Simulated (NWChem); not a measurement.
The numbers come from NWChem runs, not from measurements. System: C2H3N, charge 1, spin multiplicity 2, at the geometry of a parent with another charge or spin, in a state set for the comparison that need not be this species' ground state. Its SCF solution wasn't tested for a lower state. Level: UMP2/def2-TZVPD, 3 core orbitals frozen.

The NWChem input:

```
start mol
memory heap 200 mb stack 900 mb global 1100 mb
charge 1
geometry units angstroms nocenter noautoz
  C      0.009633    -1.174896     0.000000
  C     -0.002296     0.278262     0.000000
  N     -0.011758     1.435113     0.000000
  H     -0.502914    -1.559572     0.893205
  H     -0.502914    -1.559572    -0.893205
  H      1.044111    -1.546842     0.000000
  symmetry group Cs
end
basis spherical
  * library def2-tzvpd
end
scf
  uhf
  nopen 1
  maxiter 100
  thresh 1e-7
  semidirect memsize 60000000 filesize 0
  # guess.movecs holds the orbitals of an unrestricted PBE0 run
  vectors input guess.movecs output mol.movecs
end
mp2
  freeze core 3
end
task mp2 energy
```

Output (cleaned and shortened):

```
             Northwest Computational Chemistry Package (NWChem) 7.3.0
             --------------------------------------------------------

                                NWChem Input Module
                                -------------------

 Scaling coordinates for geometry "geometry" by  1.889725989
 (inverse scale =  0.529177249)

 Turning off AUTOSYM since
 SYMMETRY directive was detected!

                             Geometry "geometry" -> ""
                             -------------------------

 Output coordinates in angstroms (scale by  1.889725989 to convert to a.u.)

  No.       Tag          Charge          X              Y              Z
 ---- ---------------- ---------- -------------- -------------- --------------
    1 C                    6.0000     0.00963300    -1.17489600     0.00000000
    2 C                    6.0000    -0.00229600     0.27826200     0.00000000
    3 N                    7.0000    -0.01175800     1.43511300     0.00000000
    4 H                    1.0000    -0.50291400    -1.55957200     0.89320500
    5 H                    1.0000    -0.50291400    -1.55957200    -0.89320500
    6 H                    1.0000     1.04411100    -1.54684200     0.00000000

 Effective nuclear repulsion energy (a.u.)      58.4295767794

            Nuclear Dipole moment (a.u.)
            ----------------------------
        X                 Y               Z
 ---------------- ---------------- ----------------
    -0.0000018897     0.0000018897     0.0000000000

      Symmetry information
      --------------------

 Group name             Cs
 Group number              2
 Group order               2
 No. of unique centers     5

      Symmetry unique atoms

     1    2    3    4    6


 Summary of "ao basis" -> "" (spherical)
 ------------------------------------------------------------------------------
       Tag                 Description            Shells   Functions and Types
 ---------------- ------------------------------  ------  ---------------------
 *                         def2-tzvpd                 on all atoms

 Summary of "ao basis" -> "ao basis" (spherical)
 ------------------------------------------------------------------------------
       Tag                 Description            Shells   Functions and Types
 ---------------- ------------------------------  ------  ---------------------
 C                         def2-tzvpd               13       37   6s3p3d1f
 N                         def2-tzvpd               13       37   6s3p3d1f
 H                         def2-tzvpd                5        9   3s2p

                                 NWChem SCF Module
                                 -----------------

  ao basis        = "ao basis"
  functions       =   138
  atoms           =     6
  alpha electrons =    11
  beta  electrons =    10
  charge          =   1.00
  wavefunction    = UHF
  use symmetry    = T
  symmetry adapt  = T

 Summary of "ao basis" -> "ao basis" (spherical)
 ------------------------------------------------------------------------------
       Tag                 Description            Shells   Functions and Types
 ---------------- ------------------------------  ------  ---------------------
 C                         def2-tzvpd               13       37   6s3p3d1f
 N                         def2-tzvpd               13       37   6s3p3d1f
 H                         def2-tzvpd                5        9   3s2p

      Symmetry analysis of basis
      --------------------------

        a'         91
        a"         47

 Forming initial guess at       0.0s

   Symmetry analysis of molecular orbitals - initial alpha
   -------------------------------------------------------

  Numbering of irreducible representations:

     1 a'          2 a"

  Orbital symmetries:

     1 a'          2 a'          3 a'          4 a'          5 a'
     6 a'          7 a"          8 a'          9 a'         10 a"
    11 a'         12 a"         13 a'         14 a'         15 a'
    16 a"         17 a'         18 a'         19 a"         20 a'
    21 a"

   Symmetry analysis of molecular orbitals - initial beta
   ------------------------------------------------------

  Numbering of irreducible representations:

     1 a'          2 a"

  Orbital symmetries:

     1 a'          2 a'          3 a'          4 a'          5 a'
     6 a'          7 a'          8 a"          9 a'         10 a'
    11 a"         12 a'         13 a"         14 a'         15 a'
    16 a'         17 a"         18 a'         19 a'         20 a"
    21 a'

 Starting SCF solution at       0.1s

 ----------------------------------------------
         Quadratically convergent UHF

 Convergence threshold     :          1.000E-07
 Maximum no. of iterations :          100
 Integral*density screening:          1.000E-09
 ----------------------------------------------

              iter       energy          gnorm     gmax       time
             ----- ------------------- --------- --------- --------
                 1     -131.5532199630  5.09D-01  9.06D-02      1.8
                 2     -131.5762315439  3.85D-02  2.49D-02      2.4
                 3     -131.5772742565  3.46D-03  1.22D-03      3.9
                 4     -131.5772845541  3.15D-05  9.43D-06      6.0
                 5     -131.5772845544  6.44D-09  1.47D-09      8.7

       Final UHF  results
       ------------------

         Total SCF energy =   -131.577284554415
      One electron energy =   -286.156736849239
      Two electron energy =     96.149875515429
 Nuclear repulsion energy =     58.429576779395

                       Sz =      0.5000
[...]
  ----- ------------  ---------------      ----- ------------  ---------------
    81      0.273209  3 N  px                84      0.246127  3 N  px
     7     -0.213929  1 C  px                44      0.211489  2 C  px
    10     -0.192090  1 C  px                47      0.192030  2 C  px
    13     -0.170439  1 C  px               131     -0.161301  6 H  s

 Vector   11  Occ=0.000000D+00  E=-3.460043D-01  Symmetry=a"
              MO Center= -2.7D-02,  6.6D-01,  6.6D-13, r^2= 1.7D+00
   Bfn.  Coefficient  Atom+Function         Bfn.  Coefficient  Atom+Function
  ----- ------------  ---------------      ----- ------------  ---------------
    49      0.286908  2 C  pz                46      0.282816  2 C  pz
    83      0.243269  3 N  pz                86      0.223564  3 N  pz
    52      0.196025  2 C  pz

 Vector   12  Occ=0.000000D+00  E=-1.109272D-01  Symmetry=a'
              MO Center= -1.9D-02, -4.6D-01,  4.4D-14, r^2= 8.7D+00
   Bfn.  Coefficient  Atom+Function         Bfn.  Coefficient  Atom+Function
  ----- ------------  ---------------      ----- ------------  ---------------
    43      3.425640  2 C  s                 80     -1.672766  3 N  s
    79     -0.980754  3 N  s                 42      0.875164  2 C  s
   114     -0.837300  4 H  s                123     -0.837300  5 H  s
    67     -0.819588  2 C  d  2               6      0.756751  1 C  s
   132     -0.658905  6 H  s                  4     -0.548345  1 C  s

 Vector   13  Occ=0.000000D+00  E=-1.071829D-01  Symmetry=a'
              MO Center=  4.2D-02,  3.7D-01, -2.2D-12, r^2= 2.9D+00
   Bfn.  Coefficient  Atom+Function         Bfn.  Coefficient  Atom+Function
  ----- ------------  ---------------      ----- ------------  ---------------
    13      0.814873  1 C  px               132     -0.763038  6 H  s
    50     -0.470708  2 C  px                47     -0.345982  2 C  px
    43      0.330131  2 C  s                114      0.315525  4 H  s
   123      0.315525  5 H  s                 63      0.305898  2 C  d -2
    44     -0.302861  2 C  px                84      0.296108  3 N  px

 center of mass
 --------------
 x =  -0.00175131 y =   0.21344152 z =   0.00000000

 moments of inertia (a.u.)
 ------------------
         195.453284279960           1.507884955394           0.000000000000
           1.507884955394          11.497738644810           0.000000000000
           0.000000000000           0.000000000000         195.465650528755

  Mulliken analysis of the total density
  --------------------------------------

    Atom       Charge   Shell Charges
 -----------   ------   -------------------------------------------------------
    1 C    6     6.26   0.85  1.12  0.47  0.70 -0.33  0.02  1.27  1.36  0.70  0.02  0.04  0.02  0.00
    2 C    6     5.60   0.86  1.12  0.57  0.68  0.13 -0.01  1.13  0.98  0.04  0.03  0.09 -0.03  0.02
    3 N    7     6.97   0.82  1.15  0.63  0.95  0.33  0.00  1.32  1.33  0.36  0.01  0.05  0.01  0.00
    4 H    1     0.72   0.25  0.43 -0.01  0.02  0.03
    5 H    1     0.72   0.25  0.43 -0.01  0.02  0.03
    6 H    1     0.73   0.25  0.43 -0.01  0.02  0.03

  Mulliken analysis of the alpha density
  --------------------------------------

    Atom       Charge   Shell Charges
 -----------   ------   -------------------------------------------------------
    1 C    6     3.11   0.43  0.56  0.24  0.35 -0.17  0.01  0.64  0.67  0.34  0.01  0.02  0.01  0.00
    2 C    6     2.94   0.43  0.56  0.28  0.36  0.06 -0.01  0.61  0.54  0.03  0.02  0.05 -0.02  0.01
    3 N    7     3.84   0.41  0.58  0.32  0.49  0.14  0.00  0.80  0.83  0.23  0.01  0.03  0.01  0.00
    4 H    1     0.38   0.13  0.22  0.00  0.01  0.02
    5 H    1     0.38   0.13  0.22  0.00  0.01  0.02
    6 H    1     0.36   0.12  0.22 -0.00  0.01  0.01

   Mulliken analysis of the beta density
   -------------------------------------

    Atom       Charge   Shell Charges
 -----------   ------   -------------------------------------------------------
    1 C    6     3.15   0.43  0.56  0.24  0.35 -0.17  0.01  0.64  0.68  0.36  0.01  0.02  0.01  0.00
    2 C    6     2.66   0.43  0.56  0.29  0.32  0.07 -0.00  0.52  0.44  0.01  0.01  0.03 -0.02  0.01
    3 N    7     3.14   0.41  0.58  0.31  0.47  0.18  0.00  0.52  0.50  0.14  0.01  0.02  0.00  0.00
    4 H    1     0.34   0.12  0.20 -0.01  0.01  0.02
    5 H    1     0.34   0.12  0.20 -0.01  0.01  0.02
    6 H    1     0.37   0.13  0.22 -0.00  0.01  0.02

   Mulliken analysis of the spin density
   -------------------------------------

    Atom       Charge   Shell Charges
 -----------   ------   -------------------------------------------------------
    1 C    6    -0.04  -0.00  0.00 -0.00 -0.01 -0.00  0.00 -0.00 -0.01 -0.02  0.00  0.00 -0.00  0.00
    2 C    6     0.28  -0.00 -0.00 -0.00  0.03 -0.00 -0.00  0.10  0.10  0.02  0.01  0.02  0.00  0.00
    3 N    7     0.70  -0.00 -0.00  0.01  0.02 -0.04 -0.00  0.28  0.32  0.09  0.00  0.01  0.00  0.00
    4 H    1     0.04   0.01  0.02  0.01  0.00  0.00
    5 H    1     0.04   0.01  0.02  0.01  0.00  0.00
    6 H    1    -0.01  -0.00 -0.00 -0.00 -0.00 -0.00

       Multipole analysis of the density wrt the origin
       ------------------------------------------------

     L   x y z        total         alpha         beta         nuclear
     -   - - -        -----         -----         ----         -------
     0   0 0 0      1.000000    -11.000000    -10.000000     22.000000

     1   1 0 0     -0.014418      0.020974     -0.035391     -0.000002
     1   0 1 0     -0.929391     -1.419025      0.489632      0.000002
     1   0 0 1      0.000000     -0.000000      0.000000      0.000000

     2   2 0 0    -11.194091     -8.644438     -8.254674      5.705021
     2   1 1 0      0.068161      0.404428      0.507476     -0.843742
     2   1 0 1     -0.000000     -0.000000     -0.000000      0.000000
     2   0 2 0     -7.858006    -60.965962    -55.527239    108.635195
     2   0 1 1      0.000000     -0.000000      0.000000      0.000000
     2   0 0 2    -10.113943     -8.729974     -7.082067      5.698099

                   NWChem MP2 Semi-direct Energy/Gradient Module
                   ---------------------------------------------

  Basis functions       =    138
  Molecular orbitals    =    138
  Frozen core           =      3
  Frozen virtuals       =      0
  Active alpha occupied =      8
  Active beta occupied  =      7
  Active alpha virtual  =    127
  Active beta virtual   =    128
  Use MO symmetry       = T
  Use skeleton AO sym   = T

  AO/Fock/Back tols     =   1.0D-09  1.0D-09  1.0D-09

 GA uses MA = F    GA memory limited = T

 Available:
  local mem=  1.26D+08
 global mem=  1.44D+08
 local disk=  0.00D+00
  mp2_memr nvloc                   127
  nvloc new                   127
   1 passes of   8:        5242880                      89629                  33015227.
   1 passes of   8: M    126151679           G      144141112           F     120908799.

 Semi-direct pass number   1 of   1  for UHF alpha       at        8.8s
  vrange nnbf                  9548
  mp2_eaftype                   125  avail_ma_in_mb                  1099
 EAF : mp2_eaftype filesize         125   16507614.
  mp2_eaf for mointskh                    125
Node 0 wrote     77.6 Mb in      0.0 s     Agg I/O rate:  1599.3 Mb/s
 Done moints_semi at       12.8s
  mp2_eaftype                   125  avail_ma_in_mb                   974
 EAF : mp2_eaftype filesize         125   16507614.
  mp2_eaf for kh                   125
 Done maket at       13.0s
 Done multipass loop at       13.0s

 GA uses MA = F    GA memory limited = T

 Available:
  local mem=  1.26D+08
 global mem=  1.44D+08
 local disk=  0.00D+00
  mp2_memr nvloc                   128
  nvloc new                   128
   1 passes of   7:        5242880                      83631                  29119643.
   1 passes of   7: M    126151679           G      144141112           F     120908799.

 Semi-direct pass number   1 of   1  for UHF beta        at       13.0s
  vrange nnbf                  9548
  mp2_eaftype                   111  avail_ma_in_mb                  1099
 EAF : mp2_eaftype filesize         111   14559822.
  mp2_eaf for mointskh                    111
Node 0 wrote     68.4 Mb in      0.1 s     Agg I/O rate:  1097.9 Mb/s
 Done moints_semi at       17.0s
  mp2_eaftype                   111  avail_ma_in_mb                   988
 EAF : mp2_eaftype filesize         111   14559822.
  mp2_eaf for kh                   111
 Done maket at       17.2s
 Done multipass loop at       17.2s

          -------------------------------------------
          SCF energy                -131.577284554415
          Correlation energy          -0.436337181616
          Singlet pairs                0.000000000000
          Triplet pairs                0.000000000000
          Total MP2 energy          -132.013621736030
          -------------------------------------------

          ---------------------------------------------------
                    Spin Component Scaled (SCS) MP2
          Same spin pairs                     -0.101138349499
          Same spin scaling factor             0.333333333333
          Opposite spin pairs                 -0.335198832117
          Opposite spin scaling fact.          1.200000000000
          SCS-MP2 correlation energy          -0.435951381707
          Total SCS-MP2 energy              -132.013235936121
          ---------------------------------------------------

 -----------------------
 Performance information
 -----------------------

 Timer overhead =  1.01D-07 seconds/call

               Nr. of calls         CPU time (s)                 Wall time (s)                GFlops
             ---------------    -------------------     ------------------------------   -------------------
Name         Min   Avg   Max    Min     Avg     Max     Min     Avg     Max   Mx/calls   Min     Max     Sum
mp2: moin     2     2     2    8.0     8.0     8.0      8.0     8.0     8.0     4.0      0.0     0.0     0.0
mp2: make     2     2     2   0.37    0.37    0.37     0.37    0.37    0.37    0.18      0.0     0.0     0.0
mp2: tota     1     1     1    8.4     8.4     8.4      8.4     8.4     8.4     8.4      0.0     0.0     0.0

 The average no. of pstat calls per process was 5.00D+00
 with a timing overhead of 5.07D-07s

 Task  times  cpu:       17.2s     wall:       17.2s

 Total times  cpu:       17.2s     wall:       17.2s
```
